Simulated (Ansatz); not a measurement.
Reaction: CH4N- (SMILES [CH2-]N) → CH4N- (SMILES C[NH-])
Each species at its own B3LYP-D3(BJ)/def2-TZVP minimum (Ansatz, an electronic-structure program).

Total energies in hartree (Ansatz). Open shells are spin-unrestricted; no spin-orbit coupling. Cores are frozen in correlated methods. No relativity.

```tsv
species	HF/aug-cc-pVTZ	CCSD(T)/aug-cc-pVTZ	HF/aug-cc-pVQZ	CCSD(T)/aug-cc-pVQZ	CCSD(T)/aug-cc-pVDZ	CCSDT(Q)/aug-cc-pVDZ
1: CH4N- (SMILES [CH2-]N)	-94.55979	-95.02660	-94.56550	-95.05117	-94.93712	-94.93869
2: CH4N- (SMILES C[NH-])	-94.58261	-95.04922	-94.58835	-95.07407	-94.95982	-94.96131
```

Q: Work out the isomerisation energy (electronic) in kcal/mol: take Hartree-Fock from aug-cc-pVQZ, extrapolate the CCSD(T) correlation energy as X^-3 (X = 3, 4), and add CCSDT(Q) - CCSD(T) in aug-cc-pVDZ. 1 hartree = 627.51 kcal/mol.

A: 
Species 1: correlation (64·(-0.48567) - 27·(-0.46681))/37 = -0.49943; step -0.00157; E1 = -94.56550 + (-0.49943) + (-0.00157) = -95.06650
Species 2: correlation (64·(-0.48572) - 27·(-0.46661))/37 = -0.49967; step -0.00149; E2 = -94.58835 + (-0.49967) + (-0.00149) = -95.08951
-1·E1 +1·E2 = -0.02301 hartree = -14.4 kcal/mol.
